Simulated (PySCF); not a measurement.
# C5H10: the cost of one run

Programs: PySCF 2.14.0, with density-fitted response routines of our own. Each step states its level of theory. These are calculated values for one molecule in the gas phase, unless marked as measured. Atoms are numbered from 0 throughout.

### Step 1. The molecule as given

15 atoms, charge 0, multiplicity 1; geometry from: MMFF94s.

Bonds of the start (Å): C0–C1 1.52, C1–C2 1.50, C2–C3 1.51, C3–C4 1.50, C4–C2 1.51, C0–H5 1.09, C0–H6 1.09, C0–H7 1.10, C1–H8 1.10, C1–H9 1.10, C2–H10 1.08, C3–H11 1.08, C3–H12 1.08, C4–H13 1.08, C4–H14 1.08.

### Step 2. Optimising the geometry at PBE0-D3(BJ)/def2-SVP

What the job is given:

```
{"job": {"xc": "PBE0", "basis": "def2-SVP", "d3": "d3bj", "grid": 1, "kind": "geom"}, "charge": 0, "multiplicity": 1}
C      1.950238    -0.404087     0.054451
C      0.731604     0.067901    -0.721945
C     -0.353312     0.541548     0.197158
C     -1.333228    -0.436166     0.790863
C     -1.786877     0.534409    -0.264776
H      2.735978    -0.733920    -0.632091
H      1.695936    -1.241287     0.712755
H      2.354821     0.400558     0.677288
H      1.020773     0.891972    -1.383974
H      0.374088    -0.747729    -1.361621
H     -0.034596     1.377805     0.810588
H     -1.255605    -1.482477     0.517955
H     -1.661164    -0.268253     1.810509
H     -2.016192     0.142201    -1.249077
H     -2.422465     1.357524     0.041917
```

The run is started by

```
> OMP_NUM_THREADS=1 python probes_run.py task.json out
```

The driver reads the jobs from task.json and runs them one after another.

Q: Estimate the wall time and peak memory of this first job on 1 thread of Arm Neoverse V2, shared host.

About 20 s, with a peak of 0.47 GiB.
